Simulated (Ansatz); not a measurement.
in.yaml

```yaml
crystal:
  periodic: [false, false, false]
  atoms:
    - {symbol: Ge, position_ang: [-0.047913, 0.000000, 0.304305]}
    - {symbol: N, position_ang: [0.195038, 0.000001, -1.544631]}
    - {symbol: H, position_ang: [0.709871, -1.259522, 0.807100]}
    - {symbol: H, position_ang: [0.709872, 1.259520, 0.807101]}
    - {symbol: H, position_ang: [-0.677115, 0.000001, -2.080067]}
basis:
  gaussian: {orbitals: cc-pVDZ}
magnetization: {spin_polarized: false, initial_magnetization: 4}
hamiltonian: {pseudopotentials: {relativity: scalar}}
correlation: {method: sc_nevpt2, electrons: outside_noble_gas, active_space: {window: {electrons: 6, orbitals: 7}, states: [{multiplicity: 5, weights: [1, 1]}, {multiplicity: 7, weights: [1]}], root: 1}}
```

```sh
$ ansatz run in.yaml --threads 1 --pin off --events-out ev --progress --plain --max-ram 2393MiB
```

Log:

```
1109 factors; integrals over basis functions are off by at most 1.6e-7 eV
mean field evaluation 1: about -58458.1800 eV, gradient 1.1e1 eV
mean field evaluation 2: about -58458.2342 eV, gradient 1.1e1 eV
mean field evaluation 4: about -58460.0923 eV, gradient 2.6e0 eV
mean field evaluation 8: about -58460.1819 eV, gradient 2.8e-1 eV
mean field evaluation 16: about -58450.6518 eV, gradient 3.2e1 eV
mean field evaluation 32: about -58453.9628 eV, gradient 3.0e1 eV
mean field evaluation 64: about -58457.7952 eV, gradient 9.1e-1 eV
mean field evaluation 96: about -58457.7063 eV, gradient 1.3e-1 eV
mean field -58460.18433878 eV, -2148.3721487139 hartree, gradient 1.7e-6 eV, S^2 6.000000; 4 other end points of the search recorded, 0 dependent functions left out
reference -58460.18433878 eV, -2148.3721487139 hartree; 23, 19 occupied and 33, 37 virtual orbitals, 1109 factors
state -58460.44969876 eV, -2148.3819005134 hartree
state -58458.84586755 eV, -2148.3229608037 hartree
state -58460.44969876 eV, -2148.3819005134 hartree; corrected -58465.55594951 eV, -2148.5695517674 hartree
state -58458.84586755 eV, -2148.3229608037 hartree; corrected -58463.90240899 eV, -2148.5087852740 hartree
state -58452.03644622 eV, -2148.0727191851 hartree
state -58452.03644622 eV, -2148.0727191851 hartree; corrected -58456.95421440 eV, -2148.2534438327 hartree
Total energy: -58463.90240899 eV, -2148.5087852740 hartree
Relativity: scalar
```

Ran on 1 thread of Arm Neoverse V2, shared host: 11 s wall, 0.19 GiB peak host memory.
